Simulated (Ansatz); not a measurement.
# How far each method lies from RCCSDT(Q) for H$_{2}$C–Cl⁺, singlet

Geometry: that of the H2C–Cl, doublet, kept fixed.

```
atom   x (Å)    y (Å)    z (Å)
   C  0.0000   0.0000   1.1869
  Cl  0.0000   0.0000  -0.4984
   H  0.0000   0.9523   1.6928
   H  0.0000  -0.9523   1.6928
```

Basis cc-pVTZ; Ansatz 0.2.0. Correlated methods freeze the noble-gas cores, which leaves 12 electrons in 86 orbitals. Prefix R: restricted or restricted open-shell reference. Active spaces: valence = (12e, 10o) chosen from the atoms' valence shells.

Full CI isn't at hand for all of this; RCCSDT(Q) serves as the reference, and is uncertain by the last step of the cluster series or more.

* UHF ⟨S²⟩: 0.000
* T1 diagnostic (RCCSD): 0.0295
* largest doubles amplitude (RCCSD): 0.093

```
   level  E − E(RHF) (eV)
    RMP2          -8.9530
   RCCSD          -9.7721
RCCSD(T)         -10.2360
```

(1) Estimate how far RCCSDT(Q) in cc-pVTZ lies from RCCSD(T). The table doesn't fix it; the size of (T) and the diagnostics are the guide.

(1) RCCSDT(Q) in cc-pVTZ lies 1.29 kcal/mol below RCCSD(T), which is 12 % of the (T) step (-10.70 kcal/mol). T1 is raised, but (T) still catches most of what CCSD lacks. The miss exceeds 1 kcal/mol.

The other levels:

```csv
level,E − E(RCCSDT(Q)) (kcal/mol),share of correlation (%),wall time
BCCD(T),1.27,99.46,2 s
RCCSDT,0.63,99.73,–
CASSCF (valence space),175.15,26.20,–
NEVPT2 (valence space),38.21,83.90,7 s (H100)
MRCISD (valence space),15.89,93.31,–
MRCISD+Q (valence space),2.42,98.98,11 s (H100)
```

The correlation energy at RCCSDT(Q), counted from RHF, is -10.292 eV. That run took 11 s on 2 threads of AMD EPYC 7R13 with a shared H100 80 GB, shared host.

Times hold each run's SCF and search for its determinant on a shared host, so for small cases they say little of a method's own cost; rows without a card ran on 1 thread of AMD EPYC 7R13. Some runs computed forces too.

Natural occupations of CASSCF (valence space) about the gap: 1.998 1.982 1.979 1.963 1.945 0.060 0.038 0.019 0.018; effectively unpaired electrons, Σ n²(2−n)², 0.04.
